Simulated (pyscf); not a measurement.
## Concerted two-bond exchange: F–W(F)(=S)=S + hydrogen (H₂) → F–WH(=S)=S + hydrogen fluoride (HF)

Gas phase, singlet surface, charge 0. Bonds broken: W2–F4, H6–H7. Bonds formed: W2–H6, F4–H7. Optimised with ωB97X-D3(BJ)/def2-SVP in PySCF.

Transition state (Å):

```xyz
7

S      1.8598    -0.4774     0.5844
W      0.0401    -0.0450    -0.3627
S     -0.5000     1.9091     0.1713
F     -1.3804    -1.5380    -0.8832
F      0.3266    -0.0811    -2.2044
H     -0.9354    -0.7687     1.0295
H     -1.3461    -1.3050     0.2715
```

One imaginary mode, 925i cm⁻¹; descent along it reached the two sides named, in the forms told below.

```csv
bond,change,reactant side (Å),saddle,product side
W2–F4,breaks,1.853,2.126,2.549
H6–H7,breaks,0.760,1.015,2.9
W2–H6,forms,3.6,1.848,1.690
F4–H7,forms,3.0,1.178,0.936
```

Electronic energies relative to the separated reactants (kcal/mol):

```csv
level,barrier,reaction energy,reverse barrier
ωB97X-D3(BJ)/def2-TZVP,29.3,+24.2,5.1
PBE/def2-TZVP,27.0,+27.1,-0.1
r²SCAN/def2-TZVP,28.7,+29.3,-0.7
B3LYP-D3(BJ)/def2-TZVP,30.3,+25.4,4.8
PBE0-D3(BJ)/def2-TZVP,26.9,+23.3,3.7
M06-2X/def2-TZVP,32.0,+22.9,9.1
ωB97M-D3(BJ)/def2-TZVP,29.5,+22.2,7.3
HF/def2-TZVP,43.7,+17.8,25.9
```

With ωB97M-D3(BJ)/def2-TZVP energies and thermal terms (ideal gas, 1 atm, RRHO with modes under 100 cm⁻¹ raised to 100, one conformer, R ln 2 for chiral ones without a mode under 150 cm⁻¹), in kcal/mol:

```csv
T (K),ΔH‡,ΔG‡,ΔH,ΔG
298,30.8,39.1,+24.6,+22.3
600,29.8,47.9,+23.9,+20.3
900,29.4,57.1,+23.5,+18.5
1200,29.5,66.3,+23.2,+16.9
```

On the product side the descent ends in a complex, 6.3 kcal/mol under the separated species and 11.4 kcal/mol under the saddle at ωB97X-D3(BJ)/def2-TZVP. At r²SCAN the saddle lies under the separated products, which points to a path from their complex (located at ωB97X-D3(BJ) alone), and parting the products costs more than the saddle. This saddle turned up in a search for another step; its sides and bond changes are read from the two ends of the descent. The same reactants have a lower exit, to F–W(F)(SH)–SH [singlet] (barrier +21.0 kcal/mol at ωB97M-D3(BJ)/def2-TZVP, against +29.5 kcal/mol here). One saddle was located; it need not be the lowest between these sides. Elements past Kr carry the def2 core potentials, without spin-orbit coupling.
